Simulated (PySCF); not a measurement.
# Gas-phase XPS of `NC#P`, computed

CH₂NP.
SMILES with atom numbers: `[NH2:1][C:2]#[P:3]`

Computed, not measured: delta-SCF UKS SCAN, pcX-2 on the ionised atom, pcseg-1 elsewhere, spin-free X2C (PySCF). These are vertical core ionisation energies against the vacuum level, from separate self-consistent calculations with and without the core hole.

Question: Give the core binding energies atom by atom.

Answer: 
| atom(s) | environment | level | binding energy (eV) | 2p1/2 (eV) | count |
| --- | --- | --- | --- | --- | --- |
| P3 | phosphorus bonded to C | P 1s | 2149.44 | – | 1 |
| N1 | nitrogen bonded to C and 2 H | N 1s | 406.61 | – | 1 |
| C2 | triply bonded carbon | C 1s | 291.40 | – | 1 |
| P3 | phosphorus bonded to C | P 2p3/2 | 135.83 | 136.72 | 1 |

Question: What is the longest wavelength that can ionise P 1s of P3 vertically?

Answer: λ = hc/E = 12398.42 eV Å / 2149.44 eV = 5.768 Å.

Spin contamination (⟨S²⟩ against 0.75 for a pure doublet) is marked for C 1s of C2 (0.90), which makes this value less certain. 2p3/2 and 2p1/2 are the ΔSCF energy of one spin-free 2p hole plus the eigenvalues of a spin–orbit and ligand-field matrix of the shell. 2p1/2 minus 2p3/2 (ligand field included): P 0.89 eV. Geometry: GFN2-xTB; no solvent, vibrations or thermal averaging.

Cost: about 17 s of CPU time on one thread; the machine was shared, so the figure is rough.
